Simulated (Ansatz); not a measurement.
We consider K2Sn3Sb2S10 (P2₁/c, No. 14; cell taken from a computed entry), described by PBEsol (Ansatz, a program for electronic structure, plane waves, PAW).

Run with plane-wave cutoff 520 eV, 6×4×4 k mesh (along the axes of the cell as run), Fermi–Dirac smearing 0.01 eV, scalar-relativistic PAW data made under PBE.

Cell (relaxed with PBEsol):

```cif
data_K4S20Sb4Sn6
_chemical_formula_sum 'K4 Sn6 Sb4 S20'
_space_group_name_H-M_alt 'P21/c'
_space_group_IT_number 14
_space_group_name_Hall '-P 2ybc'
_cell_length_a 6.69283
_cell_length_b 13.04535
_cell_length_c 11.56534
_cell_angle_alpha 90.000
_cell_angle_beta 116.286
_cell_angle_gamma 90.000
loop_
_atom_site_label
_atom_site_type_symbol
_atom_site_symmetry_multiplicity
_atom_site_Wyckoff_symbol
_atom_site_fract_x
_atom_site_fract_y
_atom_site_fract_z
_atom_site_occupancy
K1 K 4 e 0.57147 0.32648 0.17927 1
Sn1 Sn 2 b 0.50000 0.50000 0.50000 1
Sn2 Sn 4 e 0.11264 0.55089 0.15956 1
Sb1 Sb 4 e 0.00261 0.65667 0.41477 1
S1 S 4 e 0.40690 0.81721 0.03630 1
S2 S 4 e 0.07172 0.47448 0.37047 1
S3 S 4 e 0.48891 0.05218 0.21285 1
S4 S 4 e 0.05515 0.20568 0.30910 1
S5 S 4 e 0.91308 0.39447 0.05649 1
```

### Question
Estimate the band gap, smallest direct gap on the k points sampled and Γ–Γ gap that the calculation returns.

### Answer

- band gap: 1.58 eV
- smallest direct gap on the k points sampled: 1.68 eV
- Γ–Γ gap: 1.82 eV

Spin–orbit coupling is not included.

The result took around 11 core-minutes (rough).
